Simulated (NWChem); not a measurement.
Program: NWChem. System: C2F4, charge 1, spin multiplicity 2, at the geometry of a parent with another charge or spin, in a state set for the comparison that need not be this species' ground state. Its SCF solution wasn't tested for a lower state. Level: UPBE0/def2-TZVP.

Job file:

```
start mol
memory heap 200 mb stack 900 mb global 1100 mb
charge 1
geometry units angstroms nocenter noautoz
  F      1.095496     0.000000     1.380695
  C      0.000000     0.000000     0.664677
  F     -1.095496     0.000000     1.380695
  C      0.000000     0.000000    -0.664677
  F     -1.095496     0.000000    -1.380695
  F      1.095496     0.000000    -1.380695
  symmetry group D2h
end
basis spherical
  * library def2-tzvp
end
dft
  xc pbe0
  odft
  mult 2
  semidirect memsize 60000000 filesize 0
  iterations 100
end
task dft energy
```

Part of the output:

```
             Northwest Computational Chemistry Package (NWChem) 7.3.0
             --------------------------------------------------------

                                NWChem Input Module
                                -------------------

 Scaling coordinates for geometry "geometry" by  1.889725989
 (inverse scale =  0.529177249)

 Turning off AUTOSYM since
 SYMMETRY directive was detected!

                             Geometry "geometry" -> ""
                             -------------------------

 Output coordinates in angstroms (scale by  1.889725989 to convert to a.u.)

  No.       Tag          Charge          X              Y              Z
 ---- ---------------- ---------- -------------- -------------- --------------
    1 F                    9.0000     1.09549600     0.00000000     1.38069500
    2 C                    6.0000     0.00000000     0.00000000     0.66467700
    3 F                    9.0000    -1.09549600     0.00000000     1.38069500
    4 C                    6.0000     0.00000000     0.00000000    -0.66467700
    5 F                    9.0000    -1.09549600     0.00000000    -1.38069500
    6 F                    9.0000     1.09549600     0.00000000    -1.38069500

 Effective nuclear repulsion energy (a.u.)     245.4220696291

            Nuclear Dipole moment (a.u.)
            ----------------------------
        X                 Y               Z
 ---------------- ---------------- ----------------
     0.0000000000     0.0000000000     0.0000000000

      Symmetry information
      --------------------

 Group name             D2h
 Group number             26
 Group order               8
 No. of unique centers     2

      Symmetry unique atoms

     1    2


 Summary of "ao basis" -> "" (spherical)
 ------------------------------------------------------------------------------
       Tag                 Description            Shells   Functions and Types
 ---------------- ------------------------------  ------  ---------------------
 *                         def2-tzvp                  on all atoms

                                 NWChem DFT Module
                                 -----------------

 Summary of "ao basis" -> "ao basis" (spherical)
 ------------------------------------------------------------------------------
       Tag                 Description            Shells   Functions and Types
 ---------------- ------------------------------  ------  ---------------------
 F                         def2-tzvp                11       31   5s3p2d1f
 C                         def2-tzvp                11       31   5s3p2d1f

 Summary of "ao basis" -> "ao basis" (spherical)
 ------------------------------------------------------------------------------
       Tag                 Description            Shells   Functions and Types
 ---------------- ------------------------------  ------  ---------------------
 F                         def2-tzvp                11       31   5s3p2d1f
 C                         def2-tzvp                11       31   5s3p2d1f

      Symmetry analysis of basis
      --------------------------

        ag         35
        au         13
        b1g        13
        b1u        35
        b2g        28
        b2u        17
        b3g        17
        b3u        28

            General Information
            -------------------
          SCF calculation type: DFT
          Wavefunction type:  spin polarized.
          No. of atoms     :     6
          No. of electrons :    47
[...]
  ----- ------------  ---------------      ----- ------------  ---------------
    40      0.340218  2 C  px               102      0.340218  4 C  px
    43      0.280510  2 C  px               105      0.280510  4 C  px
    37      0.276002  2 C  px                99      0.276002  4 C  px
     5     -0.223180  1 F  s                 67      0.223180  3 F  s
   129      0.223180  5 F  s                160     -0.223180  6 F  s

   alpha - beta orbital overlaps
   -----------------------------

   alpha      1      2      3      4      5      6      7      8      9     10
    beta      1      3      2      4      5      6      7      8      9     10
 overlap   1.000  1.000  1.000  1.000  1.000  1.000  1.000  1.000  1.000  1.000

   alpha     11     12     13     14     15     16     17     18     19     20
    beta     11     12     13     14     16     15     17     18     21     22
 overlap   0.999  1.000  1.000  1.000  0.995  1.000  1.000  1.000  1.000  1.000

   alpha     21     22     23     24     25     26     27     28     29     30
    beta     20     19     23     24     25     26     27     28     29     30
 overlap   1.000  1.000  1.000  0.995  0.999  1.000  0.999  0.997  0.999  0.999

   alpha     31     32     33     34     35     36     37     38     39     40
    beta     31     32     33     34     35     36     37     38     39     41
 overlap   0.997  1.000  0.999  0.999  0.999  0.999  0.999  0.998  0.998  0.998

   alpha     41     42     43     44     45     46     47     48     49     50
    beta     40     42     43     44     45     46     47     48     49     50
 overlap   1.000  1.000  0.999  1.000  0.991  0.998  1.000  1.000  0.991  1.000

   alpha     51     52     53     54     55     56     57     58     59     60
    beta     51     52     53     54     55     56     57     58     59     60
 overlap   1.000  1.000  1.000  0.993  0.993  1.000  1.000  1.000  1.000  1.000

   alpha     61     62     63     64     65     66     67     68     69     70
    beta     61     62     64     63     65     66     67     68     69     70
 overlap   0.999  1.000  1.000  0.999  1.000  1.000  1.000  1.000  1.000  0.999

   alpha     71     72     73     74     75     76     77     78     79     80
    beta     71     72     73     74     75     76     77     78     79     80
 overlap   1.000  1.000  1.000  1.000  1.000  1.000  0.999  1.000  0.999  1.000

   alpha     81     82     83     84     85     86     87     88     89     90
    beta     81     82     84     83     85     86     87     88     89     90
 overlap   1.000  0.999  0.999  1.000  1.000  1.000  1.000  1.000  0.999  1.000

   alpha     91     92     93     94     95     96     97     98     99    100
    beta     91     92     93     94     95     96     97     98    100     99
 overlap   0.999  1.000  1.000  1.000  0.995  0.995  1.000  1.000  1.000  0.995

   alpha    101    102    103    104    105    106    107    108    109    110
    beta    101    102    103    104    105    107    106    108    109    110
 overlap   0.999  0.995  1.000  0.999  0.999  0.998  1.000  1.000  1.000  0.998

   alpha    111    112    113    114    115    116    117    118    119    120
    beta    111    112    113    114    115    116    117    118    119    120
 overlap   0.999  1.000  1.000  1.000  1.000  1.000  1.000  1.000  1.000  1.000

   alpha    121    122    123    124    125    126    127    128    129    130
    beta    121    122    123    124    125    126    127    128    129    130
 overlap   1.000  1.000  1.000  1.000  1.000  1.000  1.000  1.000  1.000  1.000

   alpha    131    132    133    134    135    136    137    138    139    140
    beta    131    132    133    134    135    136    137    138    139    141
 overlap   1.000  1.000  0.998  0.999  1.000  0.998  1.000  1.000  1.000  1.000

   alpha    141    142    143    144    145    146    147    148    149    150
    beta    140    142    143    144    145    146    147    148    149    150
 overlap   1.000  0.999  1.000  1.000  1.000  1.000  1.000  1.000  1.000  1.000

   alpha    151    152    153    154    155    156    157    158    159    160
    beta    151    152    153    154    155    156    157    158    159    160
 overlap   1.000  1.000  1.000  1.000  1.000  1.000  1.000  1.000  1.000  1.000

   alpha    161    162    163    164    165    166    167    168    169    170
    beta    161    162    163    164    165    166    167    168    169    170
 overlap   1.000  1.000  1.000  1.000  1.000  1.000  1.000  1.000  1.000  1.000

   alpha    171    172    173    174    175    176    177    178    179    180
    beta    171    172    173    174    175    176    177    178    179    180
 overlap   1.000  1.000  1.000  1.000  1.000  1.000  1.000  1.000  1.000  1.000

   alpha    181    182    183    184    185    186
    beta    181    182    183    184    185    186
 overlap   1.000  1.000  1.000  1.000  1.000  1.000

     --------------------------
     Expectation value of S2:
     --------------------------
      <S2> =      0.7519 (Exact =     0.7500)

 center of mass
 --------------
 x =   0.00000000 y =   0.00000000 z =   0.00000000

 moments of inertia (a.u.)
 ------------------
         555.197338933472           0.000000000000           0.000000000000
           0.000000000000         880.881233261891           0.000000000000
           0.000000000000           0.000000000000         325.683894328419

     Multipole analysis of the density
     ---------------------------------

     L   x y z        total         alpha         beta         nuclear
     -   - - -        -----         -----         ----         -------
     0   0 0 0      1.000000    -24.000000    -23.000000     48.000000

     1   1 0 0     -0.000000     -0.000000     -0.000000      0.000000
     1   0 1 0     -0.000000     -0.000000     -0.000000      0.000000
     1   0 0 1     -0.000000     -0.000000     -0.000000      0.000000

     2   2 0 0    -19.256273    -87.706629    -85.833954    154.284311
     2   1 1 0     -0.000000     -0.000000      0.000000      0.000000
     2   1 0 1     -0.000000     -0.000000      0.000000      0.000000
     2   0 2 0    -19.402644    -10.343724     -9.058919      0.000000
     2   0 1 1      0.000000      0.000000      0.000000      0.000000
     2   0 0 2    -17.037073   -142.141559   -138.900794    264.005281

 Task  times  cpu:        8.2s     wall:        8.2s

 Total times  cpu:        8.3s     wall:        8.3s
```
